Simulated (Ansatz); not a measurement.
Which isomer of CHBN gives these data?

These gas-phase data were calculated for one isomer of CHBN at B3LYP-D3(BJ)/def2-SVP (harmonic, unscaled wavenumbers; equilibrium rotational constants with average atomic masses):

* rotational constants: 955.6, 10.39, 10.28 GHz
* all wavenumbers above 1500 cm⁻¹: 2749, 2201

Candidates:

(1) `B1[C]=N1`, a doublet
(2) `[BH][N+]#[C-]`, a doublet
(3) `[BH]C#N`, a doublet

Problem. Assign the data to one candidate and say why. Where the bands don't settle it, estimate the moments of inertia from typical bond lengths.

Solution. Candidate (3). The band at 2201 cm⁻¹ lies where the C≡N stretch is expected; (1) has no mode between 2050 and 2420 cm⁻¹. The rotational constants decide the rest: (2) would give 742.8, 11.89, 11.7 GHz.

The same quantities for all candidates:

```
     rotational constants (GHz)  wavenumbers above 1500 cm⁻¹  E above the lowest, B3LYP-D3(BJ)/def2-SVP (kcal/mol)
(1)         49.18, 27.96, 17.83                   2780, 1704                                                   3.8
(2)          742.8, 11.89, 11.7                   2695, 2026                                                   0.0
(3)         955.6, 10.39, 10.28                   2749, 2201                                                   0.1
```

Harmonic stretches to hydrogen usually lie a few per cent above observed fundamentals. Open shells are spin-unrestricted. Programs: Ansatz 0.2.0.
